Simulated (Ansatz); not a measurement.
**Worked example: BCl, quintet against BCl, triplet**

Geometry (PBE0/def2-TZVP stationary point of a triplet), kept for both states (BCl, triplet: Π; BCl, quintet: Π):

```tsv
atom	x (Å)	y (Å)	z (Å)
B	0.0000	0.0000	0.0000
Cl	0.0000	0.0000	1.6966
```

Basis 6-31G; Ansatz 0.2.0. Only valence electrons are correlated (noble-gas cores frozen). R marks a restricted (for open shells ROHF) determinant, U an unrestricted one.

Full CI is exact within this basis and frozen core; it isn't the basis-set limit. The frozen core follows each run's orbitals, which can shift R against U totals by a few meV.

| level | E(BCl, triplet) (hartree) | E(BCl, quintet) (hartree) |
| --- | --- | --- |
| UHF | -484.020527 | -483.824226 |
| UMP2 | -484.081720 | -483.862736 |
| UCCSD(T) | -484.095395 | -483.873291 |
| PBE | -484.618090 | -484.376109 |
| PBE0 | -484.662103 | -484.426802 |
| full CI | -484.095828 | -483.873418 |

Question: Give the vertical gap, BCl quintet less BCl triplet, at each level in eV (1 hartree = 27.2114 eV), and each error against full CI.

Answer: full CI: (-483.873418 − (-484.095828)) × 27.2114 = 6.052 eV (the reference)
PBE0: (-484.426802 − (-484.662103)) × 27.2114 = 6.403 eV, error 0.351 eV
PBE: (-484.376109 − (-484.618090)) × 27.2114 = 6.585 eV, error 0.533 eV
UCCSD(T): (-483.873291 − (-484.095395)) × 27.2114 = 6.044 eV, error -0.008 eV
UMP2: (-483.862736 − (-484.081720)) × 27.2114 = 5.959 eV, error -0.093 eV
UHF: (-483.824226 − (-484.020527)) × 27.2114 = 5.342 eV, error -0.710 eV

Total energies of functionals can't be set beside those of wave-function methods, since they hold the core's correlation and their own absolute errors; only the differences compare.

The set has no polarisation functions, so the order and spacing of states can differ from the basis-set limit.

In so small a basis the reference is far from its limit while semilocal and hybrid functionals are nearer theirs, so the functionals' errors here hold much of the reference's basis and frozen-core error, which can add to them or hide them.

Each level lands on the state that its own search finds. T1 diagnostics of restricted CCSD: 0.024 and 0.010.
